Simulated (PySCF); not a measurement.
NMR problem set

Computational details: couplings computed with B3LYP/pcJ-1, structure optimised with GFN2-xTB, GIAO PBE0/pcSseg-1 shieldings, in PySCF 2.14 (no solvent, equivalent nuclei averaged, non-relativistic, one computed conformer).

Shifts are taken against calculated references (same method and geometry level): ¹H, ¹³C vs TMS. Multiplet labels drop J under 1 Hz and among equivalent protons, and merge close values. Unscaled 3J(H,H) run several per cent high. Shifts are as computed. Against solution values, carbons near 30 ppm lie about +3 ppm off and those near 130 ppm about +5 ppm. Of 1211 compounds with measured shifts, 218 miss one by over three times the rms of a fit or turn the order of signals round; such compounds aren't used in these exercises. For the larger molecules the spin–dipole term is left out of H,H and C,H couplings. OH and NH positions are gas-phase values without hydrogen bonding to other molecules.

(1) C$_{3}$H$_{3}$NO. ¹H NMR (300 MHz, computed): δ 7.83 (d, J = 1.0 Hz, 1H), 7.79 (d, J = 1.0 Hz, 1H), 7.50 (s, 1H). ¹³C{¹H} NMR (computed): δ 155.6, 144.1, 135.2. What is it?

(2) C$_{2}$H$_{7}$N. ¹H NMR (300 MHz, computed): δ 2.50 (s, 6H), -0.36 (br s, 1H). ¹³C{¹H} NMR (computed): δ 41.8 (CH3). Give a structure.

## Answers

(1) oxazole. The formula gives 3 degrees of unsaturation (1 ring in the answer). 3 carbon signals for 3 carbons: no two carbons are equivalent. Carbon types of the structure: 3 × CH, which accounts for all hydrogens. δC 155.6: aromatic CH between two ring heteroatoms. δC 144.1: aromatic CH next to the ring oxygen. δC 135.2: aromatic CH next to a ring nitrogen. δH 7.83: hydrogen on an aromatic CH between two ring heteroatoms; the ring current deshields protons in the ring plane.

The shifts were computed for this structure.

(2) dimethylamine (CNC). The formula gives 0 degrees of unsaturation. 1 carbon signal for 2 carbons: some carbons are equivalent by symmetry or fast rotation. Carbon types of the structure: 2 × CH3, leaving 1 H on heteroatoms. δC 41.8: methyl carbon bonded to N; pulled downfield by the heteroatom. δH 2.50: hydrogen on a methyl carbon bonded to N; its carbon carries N, which withdraws density. δH -0.36: hydrogen on an amine nitrogen; exchangeable, gas-phase position.
